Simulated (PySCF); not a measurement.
**Level sweep**

CHClF₂.
Bonds: F1–C2, C2–F3, C2–Cl4. Hydrogens: H5 on C2.

PySCF, dipoles from the SCF density, polarisabilities from static response with core orbitals frozen. Isolated species at its PBE0-D3(BJ)/def2-SVP geometry, gas phase.

Reference dipole: 1.420 D (measured, gas; NIST CCCBDB Release 22 (SRD 101), experimental dipoles). Reference polarisability: 4.440 Å³ (measured, gas; NIST CCCBDB Release 22 (SRD 101), experimental polarizabilities). The anisotropy is √(½[(α1 − α2)² + (α2 − α3)² + (α3 − α1)²]).

```
              level  μ (D)  error (%)  α (Å³)  error (%)  anisotropy (Å³)
      LDA/def2-SVPD  1.379       -2.9    4.80       +8.1             1.38
      PBE/def2-SVPD  1.349       -5.0    4.79       +7.9             1.38
    B3LYP/def2-SVPD  1.434       +1.0    4.61       +3.8             1.32
     PBE0/def2-SVPD  1.435       +1.1    4.54       +2.3             1.29
BHandHLYP/def2-SVPD  1.527       +7.6    4.39       -1.2             1.25
CAM-B3LYP/def2-SVPD  1.475       +3.8    4.54       +2.3             1.29
  wB97X-D/def2-SVPD  1.463       +3.0    4.51       +1.5             1.27
  LC-wPBE/def2-SVPD  1.474       +3.8    4.46       +0.5             1.25
       HF/def2-SVPD  1.630      +14.8    4.17       -6.0             1.19
        PBE0/6-31G*  1.431       +0.7    3.16      -28.7             1.78
      PBE0/def2-SVP  1.428       +0.6    2.98      -32.8             1.57
       PBE0/6-31+G*  1.520       +7.1    3.83      -13.7             1.64
   PBE0/aug-cc-pVDZ  1.420        0.0    4.48       +1.0             1.40
     PBE0/def2-TZVP  1.393       -1.9    3.88      -12.6             1.56
    PBE0/def2-TZVPD  1.397       -1.6    4.63       +4.4             1.34
   PBE0/aug-cc-pVTZ  1.407       -0.9    4.61       +3.8             1.36
```

For the dipole, the smallest error is 0.0% (PBE0/aug-cc-pVDZ) and the largest 14.8% (HF/def2-SVPD). For the polarisability, the smallest error is 0.5% (LC-wPBE/def2-SVPD) and the largest 32.8% (PBE0/def2-SVP). The dipole runs from 1.35 D (PBE/def2-SVPD) to 1.63 D (HF/def2-SVPD). In one basis (def2-SVPD) the functionals order the polarisability from HF (lowest) to LDA (highest), a spread of 15%. With PBE0 the polarisability is 3.34 Å³ without diffuse functions (mean of 6-31G*, def2-SVP and def2-TZVP) and 4.42 Å³ with them (mean of 6-31+G*, def2-SVPD, aug-cc-pVDZ, def2-TZVPD and aug-cc-pVTZ). Measured values can belong to vibrating molecules; the computed ones are for one fixed geometry.
